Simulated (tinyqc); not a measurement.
UHF in the sto-6g basis, for H2O+, spin multiplicity 2, step by step. One step of it, computed by the program tinyqc.

Question. Iteration 2: diagonalisation and new density. Diagonalise F' = X^T F X, C = X C', fill 5 alpha and 4 beta electrons from the bottom; D(s) = C_occ C_occ^T. Each column has its largest component positive (the first on a tie).

F(alpha) (hartree):
```
             1O 1s      1O 2s     1O 2px     1O 2py     1O 2pz      2H 1s      3H 1s
1O 1s   -21.269889  -5.152039   0.000000   0.001811  -0.025562  -1.334091  -1.510595
1O 2s    -5.152039  -3.033284   0.000000   0.016305  -0.164968  -1.357578  -1.476778
1O 2px    0.000000   0.000000  -1.116405   0.000000   0.000000   0.000000   0.000000
1O 2py    0.001811   0.016305   0.000000  -1.116325   0.009271  -0.613614   0.641859
1O 2pz   -0.025562  -0.164968   0.000000   0.009271  -1.064614  -0.422500  -0.441993
2H 1s    -1.334091  -1.357578   0.000000  -0.613614  -0.422500  -1.031904  -0.541313
3H 1s    -1.510595  -1.476778   0.000000   0.641859  -0.441993  -0.541313  -1.129753
```

F(beta) (hartree):
```
             1O 1s      1O 2s     1O 2px     1O 2py     1O 2pz      2H 1s      3H 1s
1O 1s   -21.240944  -5.112336   0.000000   0.001794  -0.025089  -1.322961  -1.498176
1O 2s    -5.112336  -2.837750   0.000000   0.016689  -0.158180  -1.299352  -1.411758
1O 2px    0.000000   0.000000  -0.230257   0.000000   0.000000   0.000000   0.000000
1O 2py    0.001794   0.016689   0.000000  -1.058117   0.009594  -0.606534   0.633838
1O 2pz   -0.025089  -0.158180   0.000000   0.009594  -1.012853  -0.415275  -0.434105
2H 1s    -1.322961  -1.299352   0.000000  -0.606534  -0.415275  -1.021555  -0.523480
3H 1s    -1.498176  -1.411758   0.000000   0.633838  -0.434105  -0.523480  -1.113357
```

X:
```
            1O 1s      1O 2s    1O 2px     1O 2py     1O 2pz      2H 1s      3H 1s
1O 1s    1.023065  -0.142001  0.000000   0.000851  -0.008972   0.020673   0.021761
1O 2s   -0.142001   1.307010  0.000000  -0.019216   0.115046  -0.317382  -0.368167
1O 2px   0.000000   0.000000  1.000000   0.000000   0.000000   0.000000   0.000000
1O 2py   0.000851  -0.019216  0.000000   1.157036  -0.006387  -0.266409   0.290636
1O 2pz  -0.008972   0.115046  0.000000  -0.006387   1.046268  -0.130464  -0.146151
2H 1s    0.020673  -0.317382  0.000000  -0.266409  -0.130464   1.233740  -0.090697
3H 1s    0.021761  -0.368167  0.000000   0.290636  -0.146151  -0.090697   1.280223
```

Give: F' = X^T F X; orbital energies; coefficients C; F' = X^T F X; orbital energies; coefficients C; D(alpha) after iteration 2; D(beta) after iteration 2.

Answer.

F' = X^T F X (alpha) (hartree):
```
          1        2        3        4        5        6        7
1  -20.9344  -2.5247   0.0000  -0.0011  -0.0298  -0.2385  -0.2947
2   -2.5247  -1.8066   0.0000  -0.0105   0.0399  -0.5721  -0.6405
3    0.0000   0.0000  -1.1164   0.0000   0.0000   0.0000   0.0000
4   -0.0011  -0.0105   0.0000  -0.7686  -0.0006  -0.5018   0.5277
5   -0.0298   0.0399   0.0000  -0.0006  -0.9644  -0.2633  -0.2831
6   -0.2385  -0.5721   0.0000  -0.5018  -0.2633  -0.3377  -0.1247
7   -0.2947  -0.6405   0.0000   0.5277  -0.2831  -0.1247  -0.3252
```

orbital energies (alpha) (hartree): MO1 -21.2734, MO2 -1.9404, MO3 -1.2674, MO4 -1.1164, MO5 -1.0617, MO6 0.1063, MO7 0.2998

coefficients C (alpha):
```
            MO1      MO2      MO3     MO4      MO5      MO6      MO7
1O 1s    0.9964  -0.2313  -0.0070  0.0000   0.0715   0.1248   0.0262
1O 2s    0.0174   0.8959   0.0397  0.0000  -0.3757  -0.9872  -0.2411
1O 2px   0.0000   0.0000   0.0000  1.0000   0.0000   0.0000   0.0000
1O 2py  -0.0004  -0.0181   0.7311  0.0000   0.0161  -0.1577   0.9668
1O 2pz   0.0032   0.1671  -0.0139  0.0000   0.9038  -0.5371  -0.1139
2H 1s   -0.0040   0.0902   0.3095  0.0000   0.1453   1.0175  -0.7477
3H 1s   -0.0047   0.1038  -0.3087  0.0000   0.1325   0.7201   1.1166
```

F' = X^T F X (beta) (hartree):
```
          1        2        3        4        5        6        7
1  -20.9114  -2.5108   0.0000  -0.0012  -0.0300  -0.2387  -0.2949
2   -2.5108  -1.5864   0.0000  -0.0107   0.0543  -0.5646  -0.6306
3    0.0000   0.0000  -0.2303   0.0000   0.0000   0.0000   0.0000
4   -0.0012  -0.0107   0.0000  -0.7011  -0.0004  -0.5060   0.5317
5   -0.0300   0.0543   0.0000  -0.0004  -0.9106  -0.2626  -0.2821
6   -0.2387  -0.5646   0.0000  -0.5060  -0.2626  -0.3494  -0.1253
7   -0.2949  -0.6306   0.0000   0.5317  -0.2821  -0.1253  -0.3357
```

orbital energies (beta) (hartree): MO1 -21.2436, MO2 -1.7787, MO3 -1.2311, MO4 -1.0042, MO5 -0.2303, MO6 0.1414, MO7 0.3214

coefficients C (beta):
```
            MO1      MO2      MO3      MO4     MO5      MO6      MO7
1O 1s    0.9970  -0.2203  -0.0077   0.0807  0.0000   0.1336   0.0305
1O 2s    0.0149   0.8320   0.0412  -0.4108  0.0000  -1.0215  -0.2683
1O 2px   0.0000   0.0000   0.0000   0.0000  1.0000   0.0000   0.0000
1O 2py  -0.0003  -0.0211   0.7065   0.0111  0.0000  -0.1816   0.9808
1O 2pz   0.0029   0.1831  -0.0077   0.8981  0.0000  -0.5391  -0.1249
2H 1s   -0.0035   0.1323   0.3366   0.1357  0.0000   1.0252  -0.7206
3H 1s   -0.0040   0.1525  -0.3282   0.1247  0.0000   0.6953   1.1221
```

D(alpha) after iteration 2:
```
          1O 1s    1O 2s  1O 2px   1O 2py   1O 2pz    2H 1s    3H 1s
1O 1s    1.0516  -0.2170  0.0000  -0.0002   0.0292  -0.0167  -0.0170
1O 2s   -0.2170   0.9457  0.0000   0.0067  -0.1903   0.0384   0.0309
1O 2px   0.0000   0.0000  1.0000   0.0000   0.0000   0.0000   0.0000
1O 2py  -0.0002   0.0067  0.0000   0.5351   0.0014   0.2270  -0.2254
1O 2pz   0.0292  -0.1903  0.0000   0.0014   0.8450   0.1421   0.1414
2H 1s   -0.0167   0.0384  0.0000   0.2270   0.1421   0.1251  -0.0669
3H 1s   -0.0170   0.0309  0.0000  -0.2254   0.1414  -0.0669   0.1236
```

D(beta) after iteration 2:
```
          1O 1s    1O 2s  1O 2px   1O 2py   1O 2pz    2H 1s    3H 1s
1O 1s    1.0490  -0.2019  0.0000  -0.0002   0.0350  -0.0242  -0.0250
1O 2s   -0.2019   0.8629  0.0000   0.0070  -0.2169   0.0681   0.0621
1O 2px   0.0000   0.0000  0.0000   0.0000   0.0000   0.0000   0.0000
1O 2py  -0.0002   0.0070  0.0000   0.4997   0.0006   0.2365  -0.2337
1O 2pz   0.0350  -0.2169  0.0000   0.0006   0.8402   0.1435   0.1424
2H 1s   -0.0242   0.0681  0.0000   0.2365   0.1435   0.1492  -0.0734
3H 1s   -0.0250   0.0621  0.0000  -0.2337   0.1424  -0.0734   0.1466
```
